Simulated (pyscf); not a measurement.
Structures and frequencies: ωB97X-D3(BJ)/def2-SVP in PySCF. Correlated levels are frozen-core, on RHF or UHF. ΔMP2 is the change of the MP2 total energy from the triple- to the quadruple-zeta basis.

Problem. What is the homolytic dissociation enthalpy (298 K, CCSD(T)/def2-TZVPP + ΔMP2(QZVPP)) of the O–Si bond of `[CH][O][SiH3]` [singlet], to •HC=O + SiH₃•?

Solution. O–Si to •HC=O + SiH₃•: 1.44 eV. The radicals are drawn with the spin at the cut bond; how far it spreads was not checked. :HC–O–SiH₃ [singlet] lies 1.95 eV over its isomer H₃C–O–SiH: [singlet] (electronic energy, ωB97M-D3(BJ)/def2-TZVP). The CCSD(T) − MP2 part came from Ansatz, without density fitting, on the same reference.
